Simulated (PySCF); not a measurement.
# diethyl ketone: calculation against experiment

**The experiment to reproduce.**

From NIST CCCBDB Release 22 (SRD 101), experimental polarizabilities, for the gas: mean polarisability 9.93 Å³.

How close the calculation comes is told at the end.

Compound: diethyl ketone, C₅H₁₀O.
SMILES with atom numbers: `[CH3:1][CH2:2][C:3](=[O:4])[CH2:5][CH3:6]` (hydrogens: H7, H8, H9 on C1; H10, H11 on C2; H12, H13 on C5; H14, H15, H16 on C6)

Cartesian coordinates in Å at the PBE0-D3(BJ)/def2-SVP level; atoms count from 1:
```
atom  x, y, z in Å
C1     2.5342   -0.3339    0.2263
C2     1.2011   -0.1576   -0.4719
C3     0.0340   -0.0071    0.4828
O4     0.1877   -0.0284    1.6812
C5    -1.3355    0.1708   -0.1408
C6    -2.4470    0.3283    0.8769
H7     3.3542   -0.4217   -0.5009
H8     2.7454    0.5181    0.8882
H9     2.5308   -1.2346    0.8568
H10    0.9784   -1.0087   -1.1406
H11    1.2054    0.7253   -1.1363
H12   -1.2833    1.0390   -0.8222
H13   -1.5147   -0.6944   -0.8045
H14   -3.4194    0.4691    0.3835
H15   -2.2599    1.1920    1.5308
H16   -2.5117   -0.5561    1.5270
```

The PySCF runs (gas phase, on this PBE0-D3(BJ)/def2-SVP geometry; no spin–orbit coupling):

```tsv
level	job	basis functions
B3LYP/def2-SVPD	10 singlets by full TDDFT, 4 Tamm–Dancoff triplets, polarisability, ΔSCF ions	203
HF/def2-SVPD	10 singlets by TDHF, 4 Tamm–Dancoff triplets, polarisability, ΔSCF ions	203
LDA/def2-SVPD	10 singlets by full TDDFT, 4 Tamm–Dancoff triplets, polarisability, ΔSCF ions	203
```

## Comparison

**Mean polarisability.** Measured: 9.93 Å³ (NIST CCCBDB Release 22 (SRD 101), experimental polarizabilities).

```csv
level,computed (Å³),computed − measured (Å³),% (from the printed values)
B3LYP/def2-SVPD,9.71,-0.22,-2
HF/def2-SVPD,8.98,-0.95,-10
LDA/def2-SVPD,10.19,+0.26,+3
```

Closest is B3LYP/def2-SVPD (-0.22 Å³), furthest HF/def2-SVPD (-0.95 Å³); one molecule doesn't rank methods. The computed values are static and purely electronic, with core orbitals frozen in the response (1 au = 0.148185 Å³). The table of measured values doesn't say here whether a value is static or optical, or holds a vibrational part. The measurement averages over conformers, the calculation has one.

No measured geometry was used, and the causes of the misses weren't examined.
